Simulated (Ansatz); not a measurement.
The input, for Ansatz 0.2.0:

```yaml
crystal:
  periodic: [false, false, false]
  atoms:
    - {symbol: Ge, position_ang: [-0.000016, -0.231006, 2.569331]}
    - {symbol: Si, position_ang: [0.000003, -0.477135, 0.238112]}
    - {symbol: Ge, position_ang: [-0.000017, -0.246797, -2.068221]}
    - {symbol: H, position_ang: [0.000031, 0.954938, -0.739221]}
basis:
  gaussian: {orbitals: cc-pVDZ}
magnetization: {spin_polarized: false, initial_magnetization: 5}
correlation: {method: ccsd_t, electrons: outside_noble_gas}
output: {forces: true}
```

```sh
$ ansatz run in.yaml --threads 1 --pin off --events-out ev --progress --plain --max-ram 2393MiB
```

Log:

```
886 factors; integrals over basis functions are off by at most 1.3e-3 eV
mean field evaluation 1: about -120817.5209 eV, gradient 7.6e0 eV
mean field evaluation 2: about -120817.5272 eV, gradient 7.6e0 eV
mean field evaluation 4: about -120818.2162 eV, gradient 1.9e0 eV
mean field evaluation 8: about -120818.2672 eV, gradient 5.3e-2 eV
mean field evaluation 16: about -120818.2673 eV, gradient 1.8e-2 eV
mean field evaluation 32: about -120818.5241 eV, gradient 5.6e-1 eV
mean field evaluation 64: about -120818.2674 eV, gradient 6.1e-4 eV
mean field evaluation 96: about -120817.8794 eV, gradient 3.8e0 eV
mean field evaluation 128: about -120818.2662 eV, gradient 2.2e-1 eV
mean field evaluation 160: about -120817.3272 eV, gradient 1.8e0 eV
...
cycle   1  -6.62203772 eV  update   9.9e-7
cycle   2  -6.62203764 eV  change    8.4e-8 eV  update   9.7e-7
cycle   3  -6.62203760 eV  change    3.9e-8 eV  update   9.4e-7
cycle   4  -6.62203748 eV  change    1.2e-7 eV  update   8.5e-7
cycle   5  -6.62203755 eV  change   -7.0e-8 eV  update   6.6e-7
cycle   6  -6.62203766 eV  change   -1.1e-7 eV  update   3.9e-7
cycle   7  -6.62203772 eV  change   -5.8e-8 eV  update   2.2e-7
cycle   8  -6.62203776 eV  change   -3.7e-8 eV  update   1.4e-7
cycle   9  -6.62203771 eV  change    4.6e-8 eV  update   9.7e-8
cycle  10  -6.62203765 eV  change    5.5e-8 eV  update   7.1e-8
perturbative correction -0.31913343 eV, -0.0117279373 hartree
the calculation of the forces begins
Total energy: -120825.51757625 eV, -4440.2558724499 hartree
Atom 0 at    -0.000016    -0.231006     2.569331 Å, force    -0.000379     0.196791     1.707837 eV/Å
Atom 1 at     0.000003    -0.477135     0.238112 Å, force     0.000690    -0.408632     0.287460 eV/Å
Atom 2 at    -0.000017    -0.246797    -2.068221 Å, force    -0.000444     0.159050    -2.061531 eV/Å
Atom 3 at     0.000031     0.954938    -0.739221 Å, force     0.000133     0.052791     0.066233 eV/Å
Dipole moment:     0.000005     0.014436    -0.208344 e Å
```

Forces (eV/Å):
```
Ge   0.000  0.197  1.708
Si   0.001 -0.409  0.287
Ge   0.000  0.159 -2.062
H    0.000  0.053  0.066
```

Ran on 1 thread of Arm Neoverse V1, shared host: 1.8 min wall, 0.28 GiB peak host memory.
